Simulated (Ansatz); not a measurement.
in.yaml

```yaml
crystal:
  periodic: [false, false, false]
  atoms:
    - {symbol: F, position_ang: [0.000000, -0.596590, -2.253112]}
    - {symbol: Ge, position_ang: [0.000000, -0.036166, 1.006528]}
    - {symbol: Si, position_ang: [0.000000, 0.432136, -1.022121]}
    - {symbol: H, position_ang: [0.000000, 1.810239, -1.589252]}
basis:
  gaussian: {orbitals: cc-pVDZ}
magnetization: {spin_polarized: false}
correlation: {method: ccsdt_q, electrons: outside_noble_gas}
```

```sh
$ ansatz run in.yaml --threads 1 --pin off --events-out ev --progress --plain --max-ram 2393MiB
```

**Question.** Roughly how long does this take on 1 thread of Arm Neoverse V1, shared host, and how much host memory?

**Answer.** 30 s wall and 0.38 GiB.

```
1212 factors; integrals over basis functions are off by at most 1.6e-7 eV
mean field evaluation 1: about -67054.0460 eV, gradient 2.4e1 eV
mean field evaluation 2: about -67054.0811 eV, gradient 2.4e1 eV
mean field evaluation 4: about -67055.6108 eV, gradient 2.0e0 eV
mean field evaluation 8: about -67055.6490 eV, gradient 2.7e-1 eV
mean field evaluation 16: about -67055.1598 eV, gradient 1.6e1 eV
mean field evaluation 32: about -67053.5377 eV, gradient 1.4e-2 eV
mean field -67055.65118208 eV, -2464.2497289885 hartree, gradient 7.0e-6 eV, S^2 0.000000; 1 other end points of the search recorded, 0 dependent functions left out; unrestricted orbitals would lower it
determinant -67055.65118208 eV, -2464.2497289885 hartree, with singles and doubles -67065.73569581 eV, -2464.6203280327 hartree
determinant -67053.53765964 eV, -2464.1720584715 hartree, with singles and doubles -67063.60468671 eV, -2464.5420148927 hartree
20 core orbitals not correlated: weight in the atoms' cores, before any rotation towards them, 0.999 or more for the frozen orbitals, at most 0.000 for the correlated occupied ones
reference -67055.65118208 eV, -2464.2497289885 hartree; 8, 8 occupied and 36, 36 virtual orbitals, 1212 factors
second order -9.22023799 eV of doubles, -0.00000000 eV of singles
cycle   1  -9.66313876 eV  change   -4.4e-1 eV  update   1.1e-1
cycle   2  -10.11799753 eV  change   -4.5e-1 eV  update   5.5e-2
cycle   3  -10.40321528 eV  change   -2.9e-1 eV  update   3.2e-2
cycle   4  -10.39191952 eV  change    1.1e-2 eV  update   1.1e-2
cycle   5  -10.37739085 eV  change    1.5e-2 eV  update   6.7e-3
cycle   6  -10.38281568 eV  change   -5.4e-3 eV  update   3.6e-3
cycle   7  -10.38642925 eV  change   -3.6e-3 eV  update   2.3e-3
cycle   8  -10.38508111 eV  change    1.3e-3 eV  update   1.5e-3
cycle   9  -10.38416991 eV  change    9.1e-4 eV  update   9.4e-4
cycle  10  -10.38581360 eV  change   -1.6e-3 eV  update   6.2e-4
cycle  11  -10.38488930 eV  change    9.2e-4 eV  update   3.9e-4
cycle  12  -10.38503307 eV  change   -1.4e-4 eV  update   2.6e-4
cycle  13  -10.38501441 eV  change    1.9e-5 eV  update   1.5e-4
cycle  14  -10.38500309 eV  change    1.1e-5 eV  update   9.0e-5
cycle  15  -10.38495401 eV  change    4.9e-5 eV  update   5.2e-5
cycle  16  -10.38496760 eV  change   -1.4e-5 eV  update   2.9e-5
cycle  17  -10.38497904 eV  change   -1.1e-5 eV  update   1.9e-5
cycle  18  -10.38497466 eV  change    4.4e-6 eV  update   9.1e-6
cycle  19  -10.38497181 eV  change    2.8e-6 eV  update   6.4e-6
cycle  20  -10.38497306 eV  change   -1.2e-6 eV  update   4.3e-6
cycle  21  -10.38497132 eV  change    1.7e-6 eV  update   2.8e-6
cycle  22  -10.38496914 eV  change    2.2e-6 eV  update   2.1e-6
cycle  23  -10.38496992 eV  change   -7.8e-7 eV  update   1.3e-6
perturbative correction -0.02834596 eV, -0.0010416949 hartree
Total energy: -67066.06449796 eV, -2464.6324112886 hartree
```
